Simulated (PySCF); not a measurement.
**A search over the determinants of LiO**

Unrestricted PBE0; PySCF, no relativity, basis sets Li 6-31G(d,p), O 6-31G(d,p). Outer shells of the fragments: Li 2s1; O 2s2 2p4.

Followed along the bond (rough minima from three points):

```tsv
2Ms+1	unpaired	⟨S²⟩ at the start	R at minimum (Å)	Te (eV)
2	π ↑	0.76	1.70	0.00
2	σ ↑	0.76	1.61	0.33
4	σ ↑, π ↑↑	3.75	none in the scan	≤ 3.23
```

Solutions found at the starting distance of 1.885 Å, counted from the lowest of them; the search is not exhaustive and high or unbound solutions are not listed, so other states can lie among these:

```csv
2Ms+1,unpaired,term,E (eV),⟨S²⟩,⟨Lz²⟩,μ (D)
2,π ↑,²Π,0.00,0.76,1.01,-6.66
2,σ ↑,²Σ⁺,0.56,0.76,0.00,-6.44
4,"σ ↑, π ↑↑",⁴Σ⁻,3.16,3.75,0.00,2.88
2,"σ ↓, π ↑↑",mixed,3.22,1.75,0.00,3.29
4,"σ ↑↑, π ↑",⁴Π,3.62,3.75,1.00,3.10
2,"σ ↑, π ↑↓",mixed,3.97,1.75,2.01,3.07
4,π ↑↑↑,⁴Π,4.61,3.75,1.00,0.65
4,"σ ↑, π ↑↑",mixed,5.09,3.75,2.00,0.73
4,"σ ↑, π ↑↑",mixed,5.21,3.75,2.00,0.78
```

A term symbol is given only where ⟨S²⟩ and ⟨Lz²⟩ are close to those of a pure state; real π, δ and φ orbitals otherwise mix terms. A positive dipole means Li(−)O(+).

Problem. Compare the gap between the two lowest followed solutions at the starting distance with the gap between their minima.

Solution. At PBE0 the second solution (doublet, unpaired electrons σ ↑) lies +0.56 eV from the first (doublet, unpaired electrons π ↑) at 1.885 Å and +0.33 eV at the minima; the two curves relax by different amounts, since their minima lie near 1.61 and 1.70 Å.

Counting both spins, an empty level lies below a filled one in some of these solutions, because spin and occupation are held.
